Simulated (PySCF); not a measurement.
Species: cyclopentanone, C5H8O.
Cartesian coordinates in Å at the PBE0-D3(BJ)/def2-SVP level; atoms count from 1:
```
atom  x, y, z in Å
O1    -0.400    2.522   -0.091
C2    -0.212    1.336   -0.048
C3     1.141    0.641   -0.135
C4     0.868   -0.806    0.264
C5    -0.575   -1.050   -0.202
C6    -1.285    0.265    0.105
H7     1.464    0.711   -1.190
H8     1.896    1.174    0.461
H9     0.925   -0.909    1.361
H10    1.584   -1.522   -0.165
H11   -0.587   -1.239   -1.289
H12   -1.038   -1.922    0.282
H13   -2.164    0.497   -0.513
H14   -1.616    0.301    1.159
```

Definitions: NICS(0) = −σiso at the ring centroid; NICS(1) = −σiso and NICS(1)zz = −σzz at ±1 Å along the ring normal z. Level: GIAO PBE0/pcSseg-1 (PySCF, non-relativistic, gas phase) on the PBE0-D3(BJ)/def2-SVP geometry, one conformer.

Ring bond lengths (Å), with Mayer bond orders in brackets: C2–C3 1.524 (0.97), C3–C4 1.526 (1.02), C4–C5 1.535 (1.01), C5–C6 1.526 (1.02), C6–C2 1.524 (0.97).

Task: Give the NICS values of each ring in ppm.

Result: 
```csv
ring,type,NICS(0),"NICS(1), two faces","NICS(1)zz, two faces",rms pucker (Å),"centre to ring atoms, mean (Å)"
C2–C3–C4–C5–C6,5-membered carbocycle; formal bonds all single,0.4,-2.8 / -2.8,-3.0 / -3.0,0.17,1.28
```

Task: What can be read from them?

Result: 
- C2–C3–C4–C5–C6: mean NICS(1)zz -3.0 ppm, shielded. C3, C4, C5, C6 have four or more neighbours, so the value isn't read as a sign of a π ring current.

Task: At the first NICS(1) probe listed for ring C2–C3–C4–C5–C6, 1 Å off the ring, what do the in-plane components average?

Result: The isotropic value is a third of the trace: (3 × -2.8 − (-3.0))/2 = -2.7 ppm.

Task: What are the shieldings of the ring atoms and their hydrogens in the same run (means over atoms taken as equivalent)?

Result: 
| atoms | environment | σ isotropic (ppm) |
| --- | --- | --- |
| C2 | ketone carbonyl carbon | -35.8 |
| C3 (×2) | sp3 carbon next to a carbonyl | 144.5 |
| C4 (×2) | ring CH2 carbon | 158.7 |
| H7 (×4) | methylene hydrogen | 29.30 |
| H9 (×4) | methylene hydrogen | 29.52 |

Cost: about 14 s of CPU time on one thread (grids of density and orbitals included); the machine was shared, so the figure is rough. This is the whole shielding run at PBE0/pcSseg-1, SCF included.
